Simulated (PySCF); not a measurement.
Species: dimethylphosphine, C2H7P.
InChI=1S/C2H7P/c1-3-2/h3H,1-2H3

Linear response at PBE0/aug-cc-pVTZ (PySCF, frozen core in the response, non-relativistic). Isolated species at its PBE0-D3(BJ)/def2-TZVP geometry, gas phase.

Static isotropic polarisability: 55.30 au (8.19 Å³), principal values 49.1, 55.1, 61.7 au.

(1) What is the polarisability at 1064 nm and at the sodium D line?

(2) What is the isotropic C6 coefficient between two such molecules, C6 = (3/π)∫α(iω)² dω?

(3) Which effective excitation energy ω̄ makes London's formula C6 = (3/4)α²ω̄ exact here?

(4) What n − 1 at the D line would an ideal gas of it have at 273.15 K and 1 atm (2.6868 × 10¹⁹ cm⁻³), by n − 1 = 2π·N·α′?

(5) What molar refraction at the D line follows from R = (4π/3)·N_A·α′, with α′ the polarisability volume?

(6) The lowest 10 singlets have (eV, f): 5.53, 0.021; 5.88, 0.055; 6.18, 0.048; 6.37, 0.084; 6.69, 0.041; 6.94, 0.015; 7.04, 0.003; 7.19, 0.010; 7.25, 0.012; 7.38, 0.022. What share of the static polarisability do they carry in the sum over states α = Σ f/ω²?

Answers

(1) 55.90 au at 1064 nm (+1.1 %), 57.36 au at 589.3 nm (+3.7 %). The rise at 589.3 nm is 3.42 times that at 1064 nm; a pure ω² law gives 3.26. The lowest singlet lies at 224 nm, shorter than both wavelengths.

(2) 1118 au (Eh·bohr⁶) by a ten-point quadrature over imaginary frequencies, which is 668 eV·Å⁶ or 64.4 J·nm⁶/mol.

(3) ω̄ = 4·C6/(3α²) = 0.487 Eh = 13.3 eV. A one-pole form α(ω) = α/(1 − ω²/ω̄²) fitted to the 1064 nm value gives 11.2 eV.

(4) 14.35 × 10⁻⁴, a formal value whether or not that pressure can be reached.

(5) α′ = 8.50 Å³ gives R = 21.44 cm³/mol, for isolated, non-vibrating species.

(6) 5.71 au, 10.3 % of α; the largest term, 1.54 au, is that of the state at 6.37 eV. Their oscillator strengths add up to 0.31. Higher states carry the rest.

Time: 18 s of wall time; peak memory 0.96 GiB. Hardware: an Intel Xeon 6975P-C with one thread, shared host with 192 logical CPUs at a one-minute load of 51. This is the whole response run at PBE0/aug-cc-pVTZ, SCF included.
